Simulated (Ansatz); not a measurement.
Dissociation curve of SMILES C=CF (C2H3F). The C2–F6 bond (C2 also carries C, H; F6 carries nothing else) is varied alone, starting from the PBE0/def2-TZVP optimised geometry.

Calculation: unrestricted PBE/cc-pVDZ run with Ansatz (a quantum-chemistry and plane-wave program).

The batch members p0 to p7 hold the bond at 1.07, 1.13, 1.20, 1.24, 1.31, 1.34, 1.37, 1.42 Å.

Ansatz input:

Ansatz 0.2 input:
```yaml
# input.yaml
basis:
  gaussian: { orbitals: cc-pvdz }
hamiltonian:
  xc: pbe
batch:
  members: [p0.yaml, p1.yaml, p2.yaml, p3.yaml, p4.yaml, p5.yaml, p6.yaml, p7.yaml]

# p4.yaml, one of the 8 members of this batch
crystal:
  periodic: [false, false, false]
  atoms:
    - { symbol: C, position_ang: [-0.00007918, -1.11180065, -0.7051499] }
    - { symbol: C, position_ang: [0.0, 0.0, 0.0] }
    - { symbol: H, position_ang: [-0.00071182, -1.05240246, -1.78440726] }
    - { symbol: H, position_ang: [0.00028906, -2.084085, -0.2298486] }
    - { symbol: H, position_ang: [0.0, 1.0056741, -0.40546858] }
    - { symbol: F, position_ang: [0.0, 0.0, 1.31] }
total_charge: 0
magnetization:
  spin_polarized: true
```

Lines of the output on each member:

```
Member 0: Total energy: -4830.48981149 eV, -177.5172263486 hartree
Member 1: Total energy: -4831.87917051 eV, -177.5682843510 hartree
Member 2: Total energy: -4832.84304629 eV, -177.6037061326 hartree
Member 3: Total energy: -4833.16591467 eV, -177.6155713267 hartree
Member 4: Total energy: -4833.45034509 eV, -177.6260239518 hartree
Member 5: Total energy: -4833.48950184 eV, -177.6274629357 hartree
Member 6: Total energy: -4833.49072290 eV, -177.6275078088 hartree
Member 7: Total energy: -4833.42552597 eV, -177.6251118660 hartree
```

The unrestricted determinant behind UKS-PBE is spin-contaminated at 2.39 to 4.68 Å (<S²> up to 0.9, against 0.00 for a pure singlet).
